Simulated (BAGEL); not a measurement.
**C2H5Al (SMILES C=[CH][AlH2]) at HF/6-31G(d) (density fitting with qzvpp-jkfit, spherical functions)**

What is the vertical electron affinity of C2H5Al at HF/6-31G* (density fitting with qzvpp-jkfit, spherical functions)? 

Program for the calculation: BAGEL 1.2.2.

### 1 The structure to begin with

The species is C2H5Al (8 atoms), meant as a singlet with charge 0. As SMILES, `C=[CH][AlH2]`. The coordinates come from a PBE0-D4/def2-TZVP relaxation.

Bond lengths: C1–C2 1.337 Å, C2–Al3 1.938 Å, C1–H4 1.089 Å, C1–H5 1.089 Å, C2–H6 1.090 Å, Al3–H7 1.588 Å, Al3–H8 1.588 Å. Angles: C1–C2–Al3 119.6°, C1–C2–H6 116.7°, Al3–C2–H6 123.7°, C2–C1–H4 121.7°, C2–C1–H5 123.0°, C2–Al3–H7 122.1°, C2–Al3–H8 116.8°, H4–C1–H5 115.3°, H7–Al3–H8 121.2°.

### 2 A single-point energy at HF/6-31G(d) (density fitting with qzvpp-jkfit, spherical functions)

job.json

```json
{ "bagel": [

{
  "title": "molecule",
  "basis": "6-31gs.json",
  "df_basis": "qzvpp-jkfit",
  "angstrom": true,
  "geometry": [
    { "atom": "C", "xyz": [      -1.029900,       0.829200,      -0.357000 ] },
    { "atom": "C", "xyz": [       0.199000,       0.651000,       0.138100 ] },
    { "atom": "Al", "xyz": [       0.930800,      -1.139300,       0.262000 ] },
    { "atom": "H", "xyz": [      -1.636900,      -0.008600,      -0.695500 ] },
    { "atom": "H", "xyz": [      -1.495000,       1.809300,      -0.451900 ] },
    { "atom": "H", "xyz": [       0.735600,       1.546100,       0.452700 ] },
    { "atom": "H", "xyz": [       2.384000,      -1.417900,       0.837700 ] },
    { "atom": "H", "xyz": [       0.004400,      -2.327000,      -0.241900 ] }
  ]
},

{ "title": "hf" },

{ "title": "print", "file": "orbitals.molden", "orbitals": true }

]}
```

The basis set 6-31G* is read from a file made from the Basis Set Exchange's data (not shown).

Started as:

```bash
$ BAGEL_NUM_THREADS=1 BAGEL job.json > job.out
```

The program printed:

```text
* using 1 threads per process

  ===============================================================
  ===============================================================

  *** Geometry ***

  { "atom" : "C", "xyz" : [     -1.946229,      1.566961,     -0.674632 ] },
  { "atom" : "C", "xyz" : [      0.376055,      1.230212,      0.260971 ] },
  { "atom" : "Al", "xyz" : [      1.758957,     -2.152965,      0.495108 ] },
  { "atom" : "H", "xyz" : [     -3.093293,     -0.016252,     -1.314305 ] },
  { "atom" : "H", "xyz" : [     -2.825141,      3.419081,     -0.853967 ] },
  { "atom" : "H", "xyz" : [      1.390083,      2.921706,      0.855479 ] },
  { "atom" : "H", "xyz" : [      4.505107,     -2.679443,      1.583024 ] },
  { "atom" : "H", "xyz" : [      0.008315,     -4.397393,     -0.457125 ] },

  Number of auxiliary basis functions:      368

  Since a DF basis is specified, we compute 2- and 3-index integrals:
    o Being stored without compression. Storage requirement is 0.009 GB

  Number of basis functions:       56
  Number of electrons      :       30

    * METHOD: MOLECULE                             0.12

  *** RHF ***

  === Nuclear Repulsion ===
    84.0797195499

      * DIIS with orbital gradients will be used.

  === RHF iteration (6-31gs.json) ===
      0       -320.42597394          0.01710455           0.02
      1       -320.49473526          0.00662383           0.02
      2       -320.50536436          0.00171605           0.02
      3       -320.50626429          0.00032761           0.02
      4       -320.50629045          0.00007258           0.02
      5       -320.50629258          0.00001066           0.02
      6       -320.50629264          0.00000340           0.02
      7       -320.50629265          0.00000102           0.02
      8       -320.50629265          0.00000030           0.02
      9       -320.50629265          0.00000011           0.02
     10       -320.50629265          0.00000004           0.02
     11       -320.50629265          0.00000002           0.02
     12       -320.50629265          0.00000000           0.02
    * SCF iteration converged.

    * Permanent dipole moment:
           (    0.185998,    -0.285326,     0.049231) a.u.

    * METHOD: HF                                   0.32

    * METHOD: PRINT                                0.01

  ===============================================================
```

Wall time 0.6 s (1 thread of Arm Neoverse V1, shared host); peak memory 0.083 GiB.

### 3 The doublet anion, same level

calc.json

```json
{ "bagel": [

{
  "title": "molecule",
  "basis": "6-31gs.json",
  "df_basis": "qzvpp-jkfit",
  "angstrom": true,
  "geometry": [
    { "atom": "C", "xyz": [   -1.029900,    0.829200,   -0.357000 ] },
    { "atom": "C", "xyz": [    0.199000,    0.651000,    0.138100 ] },
    { "atom": "Al", "xyz": [    0.930800,   -1.139300,    0.262000 ] },
    { "atom": "H", "xyz": [   -1.636900,   -0.008600,   -0.695500 ] },
    { "atom": "H", "xyz": [   -1.495000,    1.809300,   -0.451900 ] },
    { "atom": "H", "xyz": [    0.735600,    1.546100,    0.452700 ] },
    { "atom": "H", "xyz": [    2.384000,   -1.417900,    0.837700 ] },
    { "atom": "H", "xyz": [    0.004400,   -2.327000,   -0.241900 ] }
  ]
},
{ "title": "uhf", "charge": -1, "nopen": 1 },
{ "title": "print", "file": "orbitals.molden", "orbitals": true }

]}
```

The basis set 6-31G* is read from a file made from the Basis Set Exchange's data (not shown).

Started as:

```bash
$ BAGEL_NUM_THREADS=1 BAGEL calc.json > calc.out
```

The program printed:

```text
* using 1 threads per process

  ===============================================================
  ===============================================================

  *** Geometry ***

  { "atom" : "C", "xyz" : [     -1.946229,      1.566961,     -0.674632 ] },
  { "atom" : "C", "xyz" : [      0.376055,      1.230212,      0.260971 ] },
  { "atom" : "Al", "xyz" : [      1.758957,     -2.152965,      0.495108 ] },
  { "atom" : "H", "xyz" : [     -3.093293,     -0.016252,     -1.314305 ] },
  { "atom" : "H", "xyz" : [     -2.825141,      3.419081,     -0.853967 ] },
  { "atom" : "H", "xyz" : [      1.390083,      2.921706,      0.855479 ] },
  { "atom" : "H", "xyz" : [      4.505107,     -2.679443,      1.583024 ] },
  { "atom" : "H", "xyz" : [      0.008315,     -4.397393,     -0.457125 ] },

  Number of auxiliary basis functions:      368

  Since a DF basis is specified, we compute 2- and 3-index integrals:
    o Being stored without compression. Storage requirement is 0.009 GB

  Number of basis functions:       56
  Number of electrons      :       30

    * METHOD: MOLECULE                             0.12

  *** Open-shell HF ***

  === Nuclear Repulsion ===
    84.0797195499

      * DIIS with orbital gradients will be used.

  === UHF iteration (6-31gs.json) ===
      0       -320.25917572          0.04961524           0.04
      1       -320.38790251          0.03279752           0.04
      2       -320.43861467          0.01874055           0.04
      3       -320.46602431          0.00251131           0.04
      4       -320.47207547          0.00160662           0.04
      5       -320.47417552          0.00098917           0.04
      6       -320.47591610          0.00035400           0.04
      7       -320.47596568          0.00015750           0.04
      8       -320.47604841          0.00011864           0.04
      9       -320.47613421          0.00005051           0.04
     10       -320.47617841          0.00002577           0.04
     11       -320.47619710          0.00001455           0.04
     12       -320.47620342          0.00000600           0.04
     13       -320.47620424          0.00000150           0.04
     14       -320.47620430          0.00000095           0.04
     15       -320.47620432          0.00000063           0.04
     16       -320.47620433          0.00000027           0.04
     17       -320.47620433          0.00000013           0.04
     18       -320.47620433          0.00000005           0.04
     19       -320.47620433          0.00000004           0.04
     20       -320.47620433          0.00000002           0.04
     21       -320.47620433          0.00000002           0.04
     22       -320.47620433          0.00000001           0.04
    * SCF iteration converged.

    * S^2 (UHF) is 0.9027

    * Permanent dipole moment:
           (    0.937700,    -1.479197,     0.241456) a.u.

    * METHOD: UHF                                  0.90

    * METHOD: PRINT                                0.01

  ===============================================================
```

Run time: 1.2 s. Hardware: 1 thread of Arm Neoverse V1, shared host; peak memory 0.083 GiB.

### 4 Results

At HF/6-31G* (density fitting with qzvpp-jkfit, spherical functions):

| quantity | value |
| --- | --- |
| singlet C2H5Al: total energy | -320.50629 Eh |
| singlet C2H5Al: dipole moment | 0.87 D |
| singlet C2H5Al: HOMO energy | -10.21 eV |
| singlet C2H5Al: LUMO energy | 1.31 eV |
| singlet C2H5Al: HOMO–LUMO gap | 11.52 eV |
| doublet anion: total energy | -320.47620 Eh |
| doublet anion: ⟨S²⟩ | 0.903 |
| vertical electron affinity (to the doublet anion) | -0.819 eV |

**Reading.** The anion lies 0.82 eV (18.9 kcal/mol) above the neutral: the electron isn't bound at this level, and such a value depends on the basis. Without diffuse functions anions come out too high. Hartree–Fock misses the correlation that binds many anions. ⟨S²⟩ (doublet anion) is 0.90 where a pure doublet has 0.75: the reference is spin-contaminated.
